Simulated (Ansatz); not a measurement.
A nudged elastic band was laid between two geometries of CH4NO (7 atoms, charge -1, multiplicity 1).

Level of theory: RKS PBE/6-31G in Ansatz.

* movable images: 7
* climbing image: yes
* spring: 5.0 eV/Å²
* optimiser: quadratic models (default)
* start path: IDPP
* force threshold: 0.05 eV/Å
* iteration limit: 60
* end points: relaxed

First end point:

```xyz
7
Properties=species:S:1:pos:R:3
N -0.394 0.305 -0.749
C 0.526 0.363 0.406
O 0.546 -1.125 0.963
H -0.169 1.007 -1.458
H -1.450 0.220 -0.647
H -0.022 0.810 1.299
H 0.962 -1.581 0.187
```

Last end point:

```xyz
7
Properties=species:S:1:pos:R:3
N -0.482 0.836 -0.497
C 0.537 0.340 0.444
O 0.349 -1.285 0.520
H -0.177 0.681 -1.469
H -1.450 0.405 -0.427
H 0.097 0.575 1.458
H 1.125 -1.553 -0.029
```

Question: Which bonds break or form, and what moves?

Answer: No bond is made or broken. The height of N1 over the plane of its neighbours goes from -0.26 to 0.36 Å.

Question: What energy profile does the band end with?

Answer: The forces met the threshold. The highest image is number 1 of 0 to 8, 0.1 kJ/mol above the first end and 19.1 kJ/mol above the last; the last end lies 18.9 kJ/mol below the first. The top lies less than 8 meV above the higher end, about what the thresholds resolve: that end is a shoulder or a very shallow well. A vibrational analysis at the climbing image gives one clearly imaginary mode, 241i cm⁻¹: a first-order saddle point. Limits of this set-up: no polarisation functions, an anion without diffuse functions, the dipole of an ion depends on the origin.

| image | path coordinate (Å) | energy (kJ/mol) | height of N1 over the plane of its neighbours (Å) |
| --- | --- | --- | --- |
| 0 | 0.00 | 0.0 | -0.26 |
| 1 | 0.14 | 0.1 | -0.18 |
| 2 | 0.26 | -0.6 | -0.07 |
| 3 | 0.37 | -3.7 | 0.04 |
| 4 | 0.49 | -8.6 | 0.14 |
| 5 | 0.61 | -13.6 | 0.24 |
| 6 | 0.73 | -17.1 | 0.30 |
| 7 | 0.85 | -18.6 | 0.35 |
| 8 | 0.97 | -18.9 | 0.36 |

Question: What is the geometry of the highest image?

Answer: 
```xyz
7
Properties=species:S:1:pos:R:3
N -0.428 0.371 -0.704
C 0.515 0.360 0.413
O 0.557 -1.158 0.926
H -0.159 0.960 -1.490
H -1.480 0.279 -0.629
H -0.003 0.769 1.338
H 0.998 -1.580 0.146
```

Run time: 34 s on 1 thread of Arm Neoverse V2, with other jobs on the host, peak memory 0.19 GiB.
